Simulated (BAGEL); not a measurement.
# HF/6-31G(d) (density fitting with qzvpp-jkfit, spherical functions) run of C3H3FO (SMILES F/C=C1/CO1)

What is the vertical ionisation energy of C3H3FO at HF/6-31G* (density fitting with qzvpp-jkfit, spherical functions)? 

Program for the calculation: BAGEL 1.2.2.

2 further runs of the same task are left out: 2 set aside as unsound or not needed.

## 1. The system as given

C3H3FO has 8 atoms, charge 0, and is taken as a singlet. SMILES: `F/C=C1/CO1`. The shape is that of a GFN2-xTB optimisation.

Bond lengths: F1–C2 1.348 Å, C2–C3 1.308 Å, C3–C4 1.438 Å, C3–O5 1.343 Å, C4–O5 1.429 Å, C2–H6 1.077 Å, C4–H7 1.083 Å, C4–H8 1.083 Å. Some angles: F1–C2–C3 122.7°, C2–C3–C4 153.2°, C2–C3–O5 145.1°, C4–C3–O5 61.7°, C3–C4–O5 55.9°, C3–O5–C4 62.4°, F1–C2–H6 113.2°, C3–C2–H6 124.1°, C3–C4–H7 119.8°, C3–C4–H8 119.8°.

## 2. The energy at HF/6-31G(d) (density fitting with qzvpp-jkfit, spherical functions)

Input file input.json:

```json
{ "bagel": [

{
  "title": "molecule",
  "basis": "6-31gs.json",
  "df_basis": "qzvpp-jkfit",
  "angstrom": true,
  "geometry": [
    { "atom": "F", "xyz": [    0.375040,    1.538240,    1.929380 ] },
    { "atom": "C", "xyz": [   -0.204430,    1.123240,    0.785400 ] },
    { "atom": "C", "xyz": [    0.134160,    0.011880,    0.184890 ] },
    { "atom": "C", "xyz": [    0.026460,   -0.962900,   -0.866560 ] },
    { "atom": "O", "xyz": [    0.938840,   -1.062910,    0.228450 ] },
    { "atom": "H", "xyz": [   -0.963200,    1.797670,    0.425910 ] },
    { "atom": "H", "xyz": [    0.480370,   -0.767520,   -1.830410 ] },
    { "atom": "H", "xyz": [   -0.787250,   -1.677710,   -0.857050 ] }
  ]
},
{ "title": "hf", "charge": 0 },
{ "title": "print", "file": "orbitals.molden", "orbitals": true }

]}
```

The basis set 6-31G* is read from a file made from the Basis Set Exchange's data (not shown).

Command:

```console
$ BAGEL_NUM_THREADS=1 BAGEL input.json > input.out
```

Output:

```text
* using 1 threads per process

  ===============================================================
  ===============================================================

  *** Geometry ***

  { "atom" : "F", "xyz" : [      0.708723,      2.906852,      3.646000 ] },
  { "atom" : "C", "xyz" : [     -0.386317,      2.122616,      1.484191 ] },
  { "atom" : "C", "xyz" : [      0.253526,      0.022450,      0.349391 ] },
  { "atom" : "C", "xyz" : [      0.050002,     -1.819617,     -1.637561 ] },
  { "atom" : "O", "xyz" : [      1.774150,     -2.008609,      0.431708 ] },
  { "atom" : "H", "xyz" : [     -1.820184,      3.397104,      0.804853 ] },
  { "atom" : "H", "xyz" : [      0.907768,     -1.450403,     -3.458974 ] },
  { "atom" : "H", "xyz" : [     -1.487687,     -3.170412,     -1.619590 ] },

  Number of auxiliary basis functions:      433

  Since a DF basis is specified, we compute 2- and 3-index integrals:
    o Being stored without compression. Storage requirement is 0.020 GB

  Number of basis functions:       76
  Number of electrons      :       38

    * METHOD: MOLECULE                             0.46

  *** RHF ***

  === Nuclear Repulsion ===
   161.2047831828

      * DIIS with orbital gradients will be used.

  === RHF iteration (6-31gs.json) ===
      0       -289.35812428          0.02016006           0.09
      1       -289.47035978          0.01358352           0.08
      2       -289.53455288          0.00211635           0.08
      3       -289.53662610          0.00052226           0.08
      4       -289.53675730          0.00016119           0.08
      5       -289.53677318          0.00005193           0.08
      6       -289.53677523          0.00002228           0.10
      7       -289.53677564          0.00000486           0.10
      8       -289.53677566          0.00000251           0.10
      9       -289.53677566          0.00000073           0.10
     10       -289.53677566          0.00000030           0.10
     11       -289.53677566          0.00000013           0.10
     12       -289.53677566          0.00000005           0.08
     13       -289.53677566          0.00000002           0.08
     14       -289.53677566          0.00000001           0.08
    * SCF iteration converged.

    * Permanent dipole moment:
           (    0.831355,     0.051811,     1.132440) a.u.

    * METHOD: HF                                   1.62

    * METHOD: PRINT                                0.01

  ===============================================================
```

Wall time 2.7 s (1 thread of Intel Xeon at 2.50GHz (Skylake/Cascade Lake), shared host).

## 3. The doublet cation, same level

Input file input.json:

```json
{ "bagel" : [

{
  "title" : "molecule",
  "basis" : "6-31gs.json",
  "df_basis" : "qzvpp-jkfit",
  "angstrom" : true,
  "geometry" : [
    { "atom" : "F", "xyz" : [       0.375040,       1.538240,       1.929380 ] },
    { "atom" : "C", "xyz" : [      -0.204430,       1.123240,       0.785400 ] },
    { "atom" : "C", "xyz" : [       0.134160,       0.011880,       0.184890 ] },
    { "atom" : "C", "xyz" : [       0.026460,      -0.962900,      -0.866560 ] },
    { "atom" : "O", "xyz" : [       0.938840,      -1.062910,       0.228450 ] },
    { "atom" : "H", "xyz" : [      -0.963200,       1.797670,       0.425910 ] },
    { "atom" : "H", "xyz" : [       0.480370,      -0.767520,      -1.830410 ] },
    { "atom" : "H", "xyz" : [      -0.787250,      -1.677710,      -0.857050 ] }
  ]
},

{
  "title" : "uhf",
  "charge" : 1,
  "nopen" : 1
},

{
  "title" : "print",
  "file" : "orbitals.molden",
  "orbitals" : true
}

]}
```

The basis set 6-31G* is read from a file made from the Basis Set Exchange's data (not shown).

Command:

```console
$ BAGEL_NUM_THREADS=1 BAGEL input.json > input.out
```

Output:

```text
* using 1 threads per process

  ===============================================================
  ===============================================================

  *** Geometry ***

  { "atom" : "F", "xyz" : [      0.708723,      2.906852,      3.646000 ] },
  { "atom" : "C", "xyz" : [     -0.386317,      2.122616,      1.484191 ] },
  { "atom" : "C", "xyz" : [      0.253526,      0.022450,      0.349391 ] },
  { "atom" : "C", "xyz" : [      0.050002,     -1.819617,     -1.637561 ] },
  { "atom" : "O", "xyz" : [      1.774150,     -2.008609,      0.431708 ] },
  { "atom" : "H", "xyz" : [     -1.820184,      3.397104,      0.804853 ] },
  { "atom" : "H", "xyz" : [      0.907768,     -1.450403,     -3.458974 ] },
  { "atom" : "H", "xyz" : [     -1.487687,     -3.170412,     -1.619590 ] },

  Number of auxiliary basis functions:      433

  Since a DF basis is specified, we compute 2- and 3-index integrals:
    o Being stored without compression. Storage requirement is 0.020 GB

  Number of basis functions:       76
  Number of electrons      :       38

    * METHOD: MOLECULE                             0.48

  *** Open-shell HF ***

  === Nuclear Repulsion ===
   161.2047831828

      * DIIS with orbital gradients will be used.

  === UHF iteration (6-31gs.json) ===
      0       -288.99545732          0.04694511           0.16
      1       -289.09754386          0.03840350           0.17
      2       -289.14245803          0.03043227           0.17
      3       -289.22236366          0.00179179           0.17
      4       -289.22298206          0.00092681           0.17
      5       -289.22317928          0.00026577           0.15
      6       -289.22324398          0.00015451           0.15
      7       -289.22328686          0.00012015           0.16
      8       -289.22331301          0.00008690           0.13
      9       -289.22333028          0.00007634           0.14
     10       -289.22334325          0.00003696           0.15
     11       -289.22334755          0.00002839           0.13
     12       -289.22334985          0.00001450           0.13
     13       -289.22335056          0.00000755           0.15
     14       -289.22335077          0.00000301           0.14
     15       -289.22335079          0.00000179           0.17
     16       -289.22335080          0.00000097           0.17
     17       -289.22335080          0.00000042           0.17
     18       -289.22335080          0.00000033           0.17
     19       -289.22335080          0.00000022           0.17
     20       -289.22335080          0.00000012           0.17
     21       -289.22335080          0.00000004           0.18
     22       -289.22335080          0.00000003           0.18
     23       -289.22335080          0.00000002           0.18
     24       -289.22335080          0.00000001           0.18
    * SCF iteration converged.

    * S^2 (UHF) is 0.7668

    * Permanent dipole moment:
           (    1.180267,    -0.123788,     1.423046) a.u.

    * METHOD: UHF                                  4.30

    * METHOD: PRINT                                0.01

  ===============================================================
```

It took 5.4 s on 1 thread of Intel Xeon at 2.50GHz (Skylake/Cascade Lake), shared host.

## 4. Results

Level: HF/6-31G* (density fitting with qzvpp-jkfit, spherical functions).

```
                                          quantity          value
                      singlet C3H3FO: total energy  -289.53678 Eh
                     singlet C3H3FO: dipole moment         3.57 D
                       singlet C3H3FO: HOMO energy       -9.87 eV
                       singlet C3H3FO: LUMO energy        5.51 eV
                     singlet C3H3FO: HOMO–LUMO gap       15.37 eV
                      doublet cation: total energy  -289.22335 Eh
                              doublet cation: ⟨S²⟩          0.767
vertical ionisation energy (to the doublet cation)       8.529 eV
```

What this shows: Removing an electron at fixed nuclei costs 8.53 eV (197 kcal/mol). The negative HOMO energy of the first species, 9.87 eV, lies 1.34 eV above that difference.
